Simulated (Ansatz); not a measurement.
**Structure optimisation: europium, bcc**

Theory: DFT, LDA (PW92), plane waves (420 eV) with PAW, scalar-relativistic (Ansatz 0.2.0). The PAW files were generated under PBE, with cores re-solved for the functional.

k-point mesh 10×10×10, Fermi-Dirac smearing 0.05 eV, starting moments 7.00 μB. Cell and atoms relax.

Starting structure:

```yaml
crystal:
  lattice:
    - [-2.27550, 2.27550, 2.27550]
    - [2.27550, -2.27550, 2.27550]
    - [2.27550, 2.27550, -2.27550]
  atoms:
    - { symbol: Eu, position: [0.00000, 0.00000, 0.00000] }
```

Task: The pressure at the start is -3.4 GPa. By how much does the volume change?

Result: From 47.13 to 34.68 Å³ per atom, -26.4 %. The final cell has a = 4.109 Å.

Task: How much energy does the relaxation gain?

Result: 169.0 meV per atom.

Task: Which magnetic state does it end in?

Result: ferromagnetic, net 7.19 μB per atom; moments 6.94 μB.

Real europium orders as a helical antiferromagnet, which these cells can't hold.

With an open f shell the SCF can settle in more than one state.
